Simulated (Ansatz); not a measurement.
# C3H4ClN: the cost of one run

Program: Ansatz 0.2.0, Gaussian basis. Level of theory: the settings change from run to run. These are calculated values, not measurements.

## Step 1: The geometry

The structure was relaxed beforehand with PBE0-D4 in a triple-zeta def2 set.

SMILES `N=C1CC1Cl`, 9 atoms, charge 0, spin multiplicity 1.

Atoms are counted from 1 here; the program's logs count them from 0.

Bond lengths: N1–C2 1.250 Å, N1–H6 1.022 Å, C2–C3 1.457 Å, C2–C4 1.464 Å, C3–C4 1.534 Å, C3–H7 1.086 Å, C3–H8 1.086 Å, C4–Cl5 1.750 Å, C4–H9 1.084 Å. Angles: C2–N1–H6 110.6°, N1–C2–C3 145.6°, N1–C2–C4 150.9°, C3–C2–C4 63.4°, C2–C3–C4 58.5°, C2–C3–H7 116.9°, C2–C3–H8 120.7°, C4–C3–H7 117.3°, C4–C3–H8 116.8°, H7–C3–H8 115.0°, C2–C4–C3 58.1°, C2–C4–Cl5 120.2°, C2–C4–H9 119.3°, C3–C4–Cl5 120.3°, C3–C4–H9 117.1°, Cl5–C4–H9 112.1°.

## Step 2: PBE-QIDH/ANO-RCC-VTZP

in.yaml reads:

```yaml
crystal:
  periodic: [false, false, false]
  atoms:
    - {symbol: N, position_ang: [0.080151, 1.381953, -1.331407]}
    - {symbol: C, position_ang: [0.128941, 0.500011, -0.446695]}
    - {symbol: C, position_ang: [0.860197, -0.653011, 0.061425]}
    - {symbol: C, position_ang: [-0.466572, -0.206528, 0.688681]}
    - {symbol: Cl, position_ang: [-1.913607, -1.165082, 0.468508]}
    - {symbol: H, position_ang: [-0.779865, 1.927656, -1.247322]}
    - {symbol: H, position_ang: [0.845014, -1.551666, -0.547513]}
    - {symbol: H, position_ang: [1.754687, -0.520371, 0.661952]}
    - {symbol: H, position_ang: [-0.420645, 0.240635, 1.675170]}
basis:
  gaussian: {orbitals: ANO-RCC-VTZP}
hamiltonian: {xc: {name: PBE-QIDH}}
output: {forces: true}
```

Launch:

```bash
$ ansatz run in.yaml --threads 2 --pin off --events-out ev --progress --plain --max-ram 4352MiB
```

What time and memory should one allow on 2 threads of AMD EPYC 7B13, shared host?

About 31 s, with a peak of 0.78 GiB.
